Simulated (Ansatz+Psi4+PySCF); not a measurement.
Results of a calculation; reference values are marked as such.
A run of Psi4 1.11 on doublet CHO₂ at this shape:

```yaml
atoms:
  - { symbol: C, position_ang: [0.0000, 0.0000, 0.0000] }
  - { symbol: H, position_ang: [0.0000, 0.0000, -1.0900] }
  - { symbol: O, position_ang: [0.0000, 1.1125, 0.5915] }
  - { symbol: O, position_ang: [0.0000, -1.1125, 0.5915] }
```

Its results:

```yaml
Converged: yes
Reference_energy: -188.13089 hartree
Correlation_energy: -0.63018 hartree
Total_energy: -188.76107 hartree
Spin_squared_of_the_determinant: 0.800
Occupied_orbitals_by_symmetry_in_an_Abelian_subgroup_alpha;_beta: 6 A1 1 A2 1 B1 4 B2; 5 A1 1 A2 1 B1 4 B2
```

Which input gives this output? Name the method, the orbitals and the basis set, and write the input.

UHF-MP2 in cc-pVTZ.

```
molecule {
0 2
C 0.000000 0.000000 0.000000
H 0.000000 0.000000 -1.090000
O 0.000000 1.112510 0.591530
O 0.000000 -1.112510 0.591530
}

set basis cc-pVTZ
set reference uhf
set scf_type pk
set mp2_type conv
set cc_type conv
set num_frozen_docc 3
energy('mp2')
```

This is not the lowest solution: another run reaches a determinant 1.72 eV lower. Caution: another reference gives a lower total.
